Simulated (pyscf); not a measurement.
Structures and frequencies: ωB97X-D3(BJ)/def2-SVP in PySCF.

Problem. Estimate by transition-state theory the rate constant of H₂N–B(NH₂)–OH + NH₃ → H₂N–B(NH₂)–NH₂ + H₂O (singlet surface; B–O, H–N broken, B–N, H–O formed) at 1200 K, with ωB97M-D3(BJ)/def2-TZVP energies (ideal gas, 1 atm, RRHO with modes under 100 cm⁻¹ raised to 100, one conformer, R ln 2 for chiral ones without a mode under 150 cm⁻¹; no tunnelling).

Solution. The electronic barrier is 33.8 kcal/mol and the thermal terms add +47.3, so ΔG‡ = 81.1 kcal/mol. With k_BT/h = 2.50e+13 s⁻¹ and RT = 2.385 kcal/mol, and a volume of 1.64e-19 cm³ per molecule at 1 atm, k = 6.9e-21 cm³ molecule⁻¹ s⁻¹. Wigner's tunnelling factor for 1244i cm⁻¹ would be 1.09. A shift of 1 kcal/mol in the barrier changes k by a factor 1.5. On the reactant side the descent ends in an adduct with a B–N contact, 6.7 kcal/mol over the separated species and 27.5 kcal/mol under the saddle at ωB97X-D3(BJ)/def2-TZVP. On the product side the descent ends in a complex, 6.9 kcal/mol under the separated species and 32.4 kcal/mol under the saddle at ωB97X-D3(BJ)/def2-TZVP. What is counted as formed (B–N) is already present as a longer contact in the reactant adduct; forming that adduct is a step of its own. The products may also form a dative adduct at H₂N–B(NH₂)–NH₂; it and routes through it were not searched. This is the saddle that the search found; another between the same sides may lie lower.
